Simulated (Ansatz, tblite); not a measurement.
# The cluster Mg₂O₂: removing and adding an electron

One table from this session's results is given with a row withheld; the runs are named, their logs left out.

Computed with Ansatz 0.2.0, Gaussian basis. Level: as each input shows.

Plan: charge +1 doublet, at the geometry of the singlet (PBE0-D4/def2-TZVP, PBE-D4/def2-TZVP, r2SCAN-D4/def2-TZVP, CCSD(T)/def2-TZVPP); charge -1 doublet, at the geometry of the singlet (PBE0-D4/def2-TZVPD, PBE-D4/def2-TZVPD, r2SCAN-D4/def2-TZVPD); the starting singlet's energies come from earlier runs.

## The geometry

The singlet was relaxed beforehand with PBE0-D4/def2-TZVP. At that level it is the lowest of the isomers that a small search found.

4 atoms, charge 0, spin multiplicity 1.

Atoms are counted from 1 here; the program's logs count them from 0.

Bond lengths: Mg1–O3 1.857 Å, Mg1–O4 1.859 Å, Mg2–O3 1.859 Å, Mg2–O4 1.859 Å. Angles: O3–Mg1–O4 100.1°, O3–Mg2–O4 100.1°, Mg1–O3–Mg2 79.9°, Mg1–O4–Mg2 79.9°.

The first run:

in.yaml

```yaml
crystal:
  periodic: [false, false, false]
  atoms:
    - {symbol: Mg, position_ang: [-1.182290, -0.158983, 0.002801]}
    - {symbol: Mg, position_ang: [1.183009, 0.158439, -0.004047]}
    - {symbol: O, position_ang: [0.188730, -1.411636, 0.026849]}
    - {symbol: O, position_ang: [-0.189449, 1.412171, -0.025614]}
basis:
  gaussian: {orbitals: def2-TZVP}
total_charge: 1
magnetization: {spin_polarized: true, initial_magnetization: 1}
hamiltonian: {xc: pbe0, dispersion: d4}
output: {orbitals: {seedname: orbitals}}
```

Command:

```
> ansatz run in.yaml --threads 4 --pin off --events-out ev --progress --plain --max-ram 3916MiB
```

Among the steps run: Charge +1 doublet at the fixed geometry, PBE0-D4/def2-TZVP; Charge +1 doublet at the fixed geometry, PBE-D4/def2-TZVP; Charge +1 doublet at the fixed geometry, r2SCAN-D4/def2-TZVP; Charge +1 doublet at the fixed geometry, CCSD(T)/def2-TZVPP.

One table of the session follows, with a row left open; its other results are not shown here.

It belongs to the step «Vertical ionisation energy». 

| method | vertical ionisation energy (eV) |
| --- | --- |
| HF/def2-TZVPP | 6.23 |
| PBE-D4/def2-TZVP | 7.74 |
| r2SCAN-D4/def2-TZVP | 7.57 |
| PBE0-D4/def2-TZVP | 7.70 |
| MP2/def2-TZVPP | 8.50 |
| CCSD/def2-TZVPP | 7.89 |
| CCSD(T)/def2-TZVPP | ? |

Q: Estimate the row for CCSD(T)/def2-TZVPP from the others.

**Answer.** vertical ionisation energy (eV): 7.98. In the column «vertical ionisation energy (eV)» it lies between CCSD/def2-TZVPP (7.89) and MP2/def2-TZVPP (8.50).

To keep in mind: The anion's highest level is positive in at least one run, so there the basis alone may hold the extra electron.
